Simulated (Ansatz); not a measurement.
Diamond was calculated with PBE0 in Ansatz (plane waves, PAW).

Settings: plane-wave cutoff 520 eV, 12×12×12 k mesh, finite displacements, scalar-relativistic PAW data made under PBE.

Cell (relaxed at this level):

C has the cubic space group Fd-3m, origin choice 1 (No. 227), the diamond structure, Pearson symbol cF8. Conventional cell: a = b = c = 3.5453 Å, α = β = γ = 90.00°. C on 8a sees 4 C at 1.535 Å (tetrahedral). (Neighbours: up to the widest gap in distance over summed covalent radii, below 1.35, at either atom.)
(The calculation used a cell of 2 atoms; values per cell refer to that cell.)

Question: Give the computed zone-centre TO phonon frequency.

Answer: 
- zone-centre TO phonon frequency = 1375 cm⁻¹

Measured, for comparison: zone-centre TO phonon frequency 1333 cm⁻¹ (low temperature, zero-point motion not removed; as tabulated in Kunc et al. (2003), arXiv:cond-mat/0304692). Computed (rounded) less measured: zone-centre TO phonon frequency +3 %.

Ansatz is a quantum-chemistry and plane-wave program.
